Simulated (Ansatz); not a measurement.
**CH5Al (triplet): wave-function methods side by side, cc-pVDZ**

The task here is to estimate one member of a computed series from the others.

Method: cc-pVDZ, core rule «outside noble gas», up to 6 orbitals frozen; program: Ansatz 0.2.0, Gaussian basis.

Plan: UHF; CCSD(T) on ROHF; CCSD(T) on UHF; BCCD(T) on ROHF; CISD; CCSDT(Q) on ROHF; CCSDT(Q) on UHF; CASSCF and NEVPT2, 10 electrons in 10 orbitals.

18 further runs of the same task are left out: 9 that didn't finish, 9 set aside as unsound or not needed.

## What is computed

The geometry is a PBE0/def2-TZVP stationary point (not a proven minimum) of the parent state, kept for this charge and spin.

7 atoms, charge 0, spin multiplicity 3.

Atoms are counted from 1 here; the program's logs count them from 0.

Bond lengths: Al1–C2 1.951 Å, Al1–H3 1.591 Å, Al1–H4 1.590 Å, C2–H5 1.092 Å, C2–H6 1.096 Å, C2–H7 1.096 Å. Angles: C2–Al1–H3 119.7°, C2–Al1–H4 121.5°, H3–Al1–H4 118.7°, Al1–C2–H5 113.4°, Al1–C2–H6 110.6°, Al1–C2–H7 110.6°, H5–C2–H6 108.0°, H5–C2–H7 108.0°, H6–C2–H7 106.0°.

The first run:

in.yaml

```yaml
crystal:
  periodic: [false, false, false]
  atoms:
    - {symbol: Al, position_ang: [0.000000, 0.000172, 0.656596]}
    - {symbol: C, position_ang: [0.000000, -0.006631, -1.294219]}
    - {symbol: H, position_ang: [0.000000, 1.384070, 1.440936]}
    - {symbol: H, position_ang: [0.000000, -1.352649, 1.492793]}
    - {symbol: H, position_ang: [0.000000, -1.010538, -1.723820]}
    - {symbol: H, position_ang: [-0.874941, 0.526768, -1.682149]}
    - {symbol: H, position_ang: [0.874941, 0.526768, -1.682149]}
basis:
  gaussian: {orbitals: cc-pVDZ}
magnetization: {spin_polarized: true, initial_magnetization: 2}
hamiltonian: {xc: hf}
output: {orbitals: {seedname: orbitals}}
```

The run is started by

```console
> ansatz run in.yaml --threads 1 --pin off --events-out ev --progress --plain --max-ram 2393MiB
```

Among the steps run: UHF; CCSD(T) on ROHF; CCSD(T) on UHF; BCCD(T) on ROHF; CISD; CCSDT(Q) on ROHF; CCSDT(Q) on UHF; CASSCF and NEVPT2, 10 electrons in 10 orbitals.

One table of the session follows, with a row left open; its other results are not shown here.

| method | from UCCSDT(Q) (meV) |
| --- | --- |
| ROHF | +7111.9 |
| UHF | +7010.0 |
| RMP2 | +1492.1 |
| UMP2 | +1505.1 |
| CISD | +863.8 |
| RCCSD | +247.1 |
| UCCSD | +246.3 |
| RCCSD(T) | ? |
| UCCSD(T) | +55.2 |
| BCCD(T) | +50.9 |
| RCCSDT | +8.9 |
| UCCSDT | +8.7 |
| RCCSDT(Q) | +2.4 |
| UCCSDT(Q) | 0 |
| CASSCF frontier | +4910.9 |
| NEVPT2 frontier | +1329.3 |

Q: Estimate the row for RCCSD(T) from the others.

**Answer.** from UCCSDT(Q) (meV): +54.3. In the column «from UCCSDT(Q) (meV)» it lies between BCCD(T) (+50.9) and UCCSD(T) (+55.2).

Among the levels timed on like hardware and quicker than the yardstick, those that no quicker one beats, quickest first: CISD (11 s, +863.8 meV); UCCSD(T) (20 s, +55.2 meV); RCCSD(T) (23 s, +54.3 meV); BCCD(T) (25 s, +50.9 meV).

To keep in mind: Restricted and unrestricted rows rest on different reference determinants; where their highest levels disagree by more than a few hundredths of an eV, they describe different states and don't form one ladder.
